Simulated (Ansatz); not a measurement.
System: fcc Pt. Method: BLYP (PAW; Ansatz, a quantum-chemistry and plane-wave program).

Settings: plane-wave cutoff 520 eV, 24×24×24 k mesh, Fermi–Dirac smearing 0.05 eV, scalar-relativistic PAW data made under PBE.

Computed points:

```
V (Å³/atom)  E − E_lowest (meV/atom)
-----------  -----------------------
15.596                         45.65
15.928                         20.03
16.260                          5.26
16.592                          0.00
16.924                          3.10
17.256                         13.51
17.588                         30.32
```

Problem. Fit the third-order Birch–Murnaghan equation and give B0 and B′.

Solution. V0 = 16.628 Å³/atom, B0 = 199 GPa, B′ = 5.6 (fit to the energies at full precision).

Measured, for comparison: bulk modulus 289 GPa (corrected for temperature and zero-point phonon effects; as tabulated in Levämäki et al. (2014), arXiv:1402.3671); equilibrium volume per atom 14.98 Å³/atom (static lattice: zero-point anharmonic expansion removed; as tabulated in Mejia-Rodriguez and Trickey (2018), arXiv:1807.09216). Computed (rounded) less measured: bulk modulus -31 %, equilibrium volume per atom +11.0 %.

Note: the cell is over a tenth larger than the published one: the level's own overestimate first of all, though another phase or state, or a fault of the published cell, is possible.

Spin–orbit coupling is not included.

The result took roughly 26 core-seconds.
